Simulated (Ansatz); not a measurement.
Input file:

```yaml
crystal:
  periodic: [false, false, false]
  atoms:
    - {symbol: F, position_ang: [0.000000, 0.000000, -3.785800]}
    - {symbol: Al, position_ang: [0.000000, 0.000000, -2.137600]}
    - {symbol: Ge, position_ang: [0.000000, 0.000000, 5.923400]}
basis:
  gaussian: {orbitals: cc-pVDZ}
magnetization: {spin_polarized: true, initial_magnetization: 2}
correlation: {method: ccsdt_q, electrons: outside_noble_gas}
```

```sh
$ ansatz run in.yaml --threads 1 --pin off --events-out ev --progress --plain --max-ram 2393MiB
```

Output:

```
1036 factors; integrals over basis functions are off by at most 1.4e-7 eV
mean field evaluation 1: about -65760.1519 eV, gradient 2.1e1 eV
mean field evaluation 2: about -65760.1811 eV, gradient 2.1e1 eV
mean field evaluation 4: about -65762.0901 eV, gradient 1.6e0 eV
mean field evaluation 8: about -65762.1349 eV, gradient 2.3e-1 eV
mean field evaluation 16: about -65762.1359 eV, gradient 2.9e-6 eV
mean field evaluation 32: about -65762.1365 eV, gradient 1.5e-4 eV
mean field evaluation 64: about -65762.1344 eV, gradient 4.0e-1 eV
mean field evaluation 96: about -65762.1362 eV, gradient 2.8e-3 eV
mean field evaluation 128: about -65762.1359 eV, gradient 1.6e-3 eV
mean field evaluation 160: about -65762.1359 eV, gradient 1.3e-3 eV
...
cycle   6  -8.42578146 eV  change   -1.8e-3 eV  update   1.4e-3
cycle   7  -8.42609449 eV  change   -3.1e-4 eV  update   6.0e-4
cycle   8  -8.42566638 eV  change    4.3e-4 eV  update   2.6e-4
cycle   9  -8.42561860 eV  change    4.8e-5 eV  update   1.0e-4
cycle  10  -8.42573474 eV  change   -1.2e-4 eV  update   4.1e-5
cycle  11  -8.42571629 eV  change    1.8e-5 eV  update   1.6e-5
cycle  12  -8.42572217 eV  change   -5.9e-6 eV  update   6.9e-6
cycle  13  -8.42572143 eV  change    7.4e-7 eV  update   2.4e-6
cycle  14  -8.42571962 eV  change    1.8e-6 eV  update   1.2e-6
cycle  15  -8.42571871 eV  change    9.2e-7 eV  update   8.6e-7
perturbative correction -0.01606768 eV, -0.0005904762 hartree
Total energy: -65770.57824031 eV, -2417.0241694324 hartree
```

Ran on 1 thread of Intel Xeon Platinum 8488C, shared host: 78 s wall, 0.52 GiB peak host memory.
